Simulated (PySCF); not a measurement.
# B3LYP/def2-TZVPPD run of BF (SMILES [B]F)

Aim: the vertical electron affinity of BF at B3LYP/def2-TZVPPD, from 2 runs. Input form: a Python script.

The results are computed with PySCF 2.14.0.

5 further runs of the same task are left out: 5 set aside as unsound or not needed.

### 1 The molecule

The species is BF (2 atoms), meant as a singlet with charge 0. SMILES: `[B]F`. The coordinates come from a GFN2-xTB relaxation.

Bond lengths: B1–F2 1.244 Å.

### 2 The energy at B3LYP/def2-TZVPPD

mol.xyz reads:

```xyz
2

B      0.000000     0.000000     0.000000
F      0.000000     0.000000     1.244390
```

run.py reads:

```python
from pyscf import gto, dft

molecule = gto.Mole()
molecule.atom = 'mol.xyz'
molecule.basis = 'def2-tzvppd'
molecule.max_memory = 1860
molecule.verbose = 3
molecule.charge = 0
molecule.build()

mf = dft.RKS(molecule, xc='b3lyp')
mf.conv_tol = 1e-10
mf.grids.level = 5
mf.kernel()
if not mf.converged:
    mf = mf.newton().run(mf.mo_coeff, mf.mo_occ)

energy = mf.e_tot
print('E(%s) = %.9f' % ('B3LYP', energy))
```

Run with:

```sh
$ OMP_NUM_THREADS=1 python run.py
```

The program printed:

```text
converged SCF energy = -124.720822962884
E(B3LYP) = -124.720822963
```

It took 4.5 s on 1 thread of Arm Neoverse V2, shared host; peak memory 0.35 GiB.

### 3 The doublet anion, same level

run.py reads:

```python
from pyscf import gto, dft

mol = gto.M(
    atom=[
    ('B', (0.000000, 0.000000, 0.000000)),
    ('F', (0.000000, 0.000000, 1.244390)),
],
    charge=-1,
    basis='def2-tzvppd',
    max_memory=1860,
    verbose=4,
    spin=1,
)

mf = dft.UKS(mol)
mf.xc = 'b3lyp'
mf.conv_tol = 1e-10
mf.grids.level = 5
mf.kernel()
if not mf.converged:
    mf = mf.newton().run(mf.mo_coeff, mf.mo_occ)

e_final = mf.e_tot
print('E = %.10f Eh' % e_final)
```

Run with:

```sh
$ OMP_NUM_THREADS=1 python run.py
```

The program printed:

```text
PySCF version 2.14.0

[INPUT] num. atoms = 2
[INPUT] num. electrons = 15
[INPUT] charge = -1
[INPUT] spin (= nelec alpha-beta = 2S) = 1
[INPUT] symmetry False subgroup None
[INPUT] Mole.unit = angstrom
[INPUT] Symbol           X                Y                Z      unit          X                Y                Z       unit  Magmom
[INPUT]  1 B      0.000000000000   0.000000000000   0.000000000000 AA    0.000000000000   0.000000000000   0.000000000000 Bohr   0.0
[INPUT]  2 F      0.000000000000   0.000000000000   1.244390000000 AA    0.000000000000   0.000000000000   2.351556292148 Bohr   0.0

nuclear repulsion = 19.1362631421017
number of shells = 27
number of NR pGTOs = 107
number of NR cGTOs = 77
basis = def2-tzvppd
ecp = {}

[... 32 lines left out ...]
[... the frontier-level lines of each cycle are left out ...]
[... 3 lines left out ...]
[... 46 lines left out ...]
converged SCF energy = -124.679956076857  <S^2> = 0.75408881  2S+1 = 2.0040846
E = -124.6799560769 Eh
```

It took 8.4 s on 1 thread of Arm Neoverse V2, shared host; peak memory 0.36 GiB.

### 4 Outcome

At B3LYP/def2-TZVPPD:

| quantity | value |
| --- | --- |
| singlet BF: total energy | -124.72082 Eh |
| singlet BF: dipole moment | 1.07 D |
| singlet BF: HOMO energy | -7.79 eV |
| singlet BF: LUMO energy | -1.26 eV |
| singlet BF: HOMO–LUMO gap | 6.53 eV |
| doublet anion: total energy | -124.67996 Eh |
| doublet anion: HOMO energy (highest over α and β) | 3.35 eV |
| doublet anion: LUMO energy (lowest over α and β) | 4.18 eV |
| doublet anion: ⟨S²⟩ | 0.754 |
| vertical electron affinity (to the doublet anion) | -1.112 eV |

The anion lies 1.11 eV (26 kcal/mol) above the neutral: the electron isn't bound at this level, and such a value depends on the basis. The HOMO (doublet anion) lies at positive energy, 3.35 eV; only total energies tell whether the electron is bound.
